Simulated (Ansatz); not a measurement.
## AlH5S, SMILES [AlH3-][SH2+]: a relaxed scan of one distance, step by step

With Ansatz's Python interface.

Interactive session:
```pycon
>>> from dataclasses import dataclass
>>> import warnings
>>> import ansatz as az
>>> import numpy as np
>>> @dataclass
... class RunConfig:
...     basis_set: str = "def2-SVP"
...     xc: str = "HF"
...
>>> cfg = RunConfig()
>>> GEOMETRY = """
... Al   -0.40330   -0.69270   -0.39380
... S     0.83080    0.62870    0.89130
... H    -0.37980   -2.16590    0.06030
... H    -1.89380   -0.14690   -0.30180
... H     0.04230   -0.53840   -1.93810
... H     0.05770    1.59060    1.51140
... H     1.80740    1.25660    0.12500
... """
>>> warnings.simplefilter("ignore", az.DeckWarning)
>>> geometry = az.Crystal.molecule()
>>> for line in GEOMETRY.strip().splitlines():
...     symbol, *xyz = line.split()
...     geometry = geometry.atom(symbol, [float(v) for v in xyz])
...
>>> model = (
...     geometry.calculation()
...     .basis(gaussian=cfg.basis_set)
...     .functional(cfg.xc)
...     .scf(lower_state_search="standard")
... )
>>> symbols = [site.symbol for site in geometry.cartesian_sites]
>>> pairs = [(0, 1), (0, 2), (0, 3), (0, 4), (1, 5), (1, 6)]
>>> print("held (A)   E (eV)        ", "  ".join(f"{symbols[i]}{i}-{symbols[j]}{j}" for i, j in pairs))
held (A)   E (eV)         Al0-S1  Al0-H2  Al0-H3  Al0-H4  S1-H5  S1-H6
>>> for length in [1.27, 1.38, 1.49, 1.66, 1.86]:
...     data = model.relax(constraints=[az.DistanceConstraint((1, 5), at=length)], force_tolerance=0.02, max_steps=60).run(threads=1).report
...     xyz = np.array(data["positions_ang"])
...     print(f"{length:6.2f} {data['free_energy_ev']:14.5f}  ", "  ".join(f"{np.linalg.norm(xyz[i] - xyz[j]):.3f}" for i, j in pairs))
...
  1.27   -17473.43328   2.699  1.588  1.588  1.590  1.270  1.335
  1.38   -17473.47283   2.712  1.587  1.589  1.590  1.380  1.336
  1.49   -17473.21015   2.730  1.586  1.590  1.590  1.490  1.336
  1.66   -17472.55277   2.690  1.587  1.590  1.588  1.660  1.337
  1.86   -17471.59723   2.688  1.588  1.590  1.590  1.860  1.337
```

Caveats:
- These settings explore the input space; basis and method may be short of convergence.
- The energies are electronic: no zero-point or thermal terms, and the basis set is short of its limit.
- The script silences the warnings on its input, which a real study should read.
- Finished in 47 s on 1 thread of Arm Neoverse V1, on a shared host, peak memory 0.18 GiB.

(Lines on the test bed's own set-up are left out of the output.)
